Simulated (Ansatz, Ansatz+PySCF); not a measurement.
# Stretching singlet CS

The C–S distance is varied.

Basis set: cc-pVDZ (spherical functions). Left uncorrelated: 6 orbitals. Charge 0, multiplicity 1.

Computed with Ansatz (development build ahead of 0.2.0), each point on the determinant that the search for low states chose. Each curve is measured from its own lowest point listed. The RHF curve may step between solutions. The RHF-MP2 curve may step between solutions.

| r(C–S) (Å) | RHF (eV) |
| --- | --- |
| 1.412 | 0.518 |
| 1.534 | 0.000 |
| 1.658 | 0.454 |
| 2.303 | 5.950 |
| 3.070 | 8.129 |
| 4.605 | 8.673 |

Problem. Give the RHF-MP2 curve at the same distances.

Solution.

| r (Å) | E (eV) |
| --- | --- |
| 1.412 | 0.754 |
| 1.534 | 0.000 |
| 1.658 | 0.198 |
| 2.303 | 6.216 |
| 3.070 | 10.159 |
| 4.605 | 10.877 |

Caution at some points: an unrestricted determinant lies well below. Caution for RHF-MP2 at some points: large share of triples, a single reference is doubtful; bonds are stretched, where a single reference can fail; large amplitudes, a single reference is doubtful.
